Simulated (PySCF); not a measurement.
A made-up structure of MgSiH2O, singlet:

```csv
atom,x (Å),y (Å),z (Å)
O1,-0.5461,0.0782,1.0348
Mg2,1.1373,-0.6227,0.8902
Si3,-0.0645,0.0676,-0.2649
H4,-0.7716,-0.9449,-1.0086
H5,0.2450,1.4217,-0.6515
```

It is relaxed with PBE-D4/def2-SVP and then PBE0-D4/def2-TZVP (PySCF 2.14 with density fitting (its default auxiliary sets; JK sets also for MP2 and CCSD(T))). Atoms count as bonded within 1.22 times the sum of their covalent radii (H–H: 0.88 Å). The end point is not checked to be a true minimum.

Q: Does its bonding change? (A judgement: the text doesn't fix the answer.)

A: Computed: No: no bond forms or breaks.

Where it ends: The first stage lowers the energy by 5.84 eV in 15 steps. It ends as MgSiH₂O ([O]1[Mg][SiH2]1):
O1  (-0.807, 0.148, 0.917)
Mg2  (0.630, -0.603, 1.943)
Si3  (0.066, -0.004, -0.415)
H4  (-0.344, -0.987, -1.460)
H5  (0.563, 1.216, -1.116)
(Å)

Labels in which every atom is bracketed show which atoms are joined, not bond orders.

For scale, one of the runs: PBE0-D4/def2-TZVP relaxation, 112 basis functions, launched by `OMP_NUM_THREADS=2 python run.py`. Hardware: 2 CPU threads of an AMD EPYC 7B13, shared host. Wall time 30 s; peak host memory 1.1 GiB.
